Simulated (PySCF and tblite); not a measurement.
The numbers below are computed, except where a source is named.
4 constitutional isomers of C6H6:

| isomer | SMILES |
| --- | --- |
| A | [CH:1]1=[CH:2][C@H:3]2[CH:4]=[CH:5][C@@H:6]12 |
| B | [cH:1]1[cH:2][cH:3][cH:4][cH:5][cH:6]1 |
| C | [CH2:1]=[C:2]1[CH:3]=[CH:4][CH:5]=[CH:6]1 |
| D | [CH2:1]=[CH:2][CH:3]=[C:4]1[CH:5]=[CH:6]1 |

Protocol: conformer search, at most 6 conformers an isomer, GFN2-xTB geometries, energies B3LYP/def2-SVP (IEF-PCM, chloroform) (D3(BJ) added where defined), weights at 298.15 K with GFN2-xTB thermal terms. Programs: PySCF with density fitting and tblite.

(1) Rank the isomers by free energy at 298.15 K.

Results:

(1) 
```json
{"isomer": "B", "ΔG (kcal/mol)": "0.0", "ΔE, lowest conformer": "0.0", "conformers": "1", "largest weight %": "100", "rms dipole (D)": "0.00"}
{"isomer": "C", "ΔG (kcal/mol)": "34.4", "ΔE, lowest conformer": "37.2", "conformers": "1", "largest weight %": "100", "rms dipole (D)": "0.88"}
{"isomer": "D", "ΔG (kcal/mol)": "83.9", "ΔE, lowest conformer": "90.1", "conformers": "2", "largest weight %": "97", "rms dipole (D)": "3.68"}
{"isomer": "A", "ΔG (kcal/mol)": "85.3", "ΔE, lowest conformer": "87.3", "conformers": "1", "largest weight %": "100", "rms dipole (D)": "0.03"}
```
